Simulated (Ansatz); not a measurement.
System: rock-salt HfN. Method: r²SCAN (Ansatz, a quantum-chemistry and plane-wave program, PAW).

Settings: plane-wave cutoff 500 eV, 16×16×16 k mesh, Fermi–Dirac smearing 0.05 eV, scalar-relativistic PAW data made under PBE.

Computed at the level's own relaxed cell.

### Question
Predict the equilibrium volume per atom and lattice parameter a.

### Answer

equilibrium volume per atom: 11.58 Å³/atom
lattice parameter a: 4.525 Å

Measured, for comparison: equilibrium volume per atom 11.57 Å³/atom, lattice constant a 4.524 Å (room temperature, not corrected to a static lattice; as tabulated in Seo, Lee, Wen, Petrov, Greene, Gall, J. Appl. Phys. 96, 878 (2004)). Computed (rounded) less measured: equilibrium volume per atom +0.1 %, lattice constant a 0.0 %.

Spin–orbit coupling is not included.

Static lattice: no zero-point or thermal effects.

Computing time: around 40 core-seconds (rough).
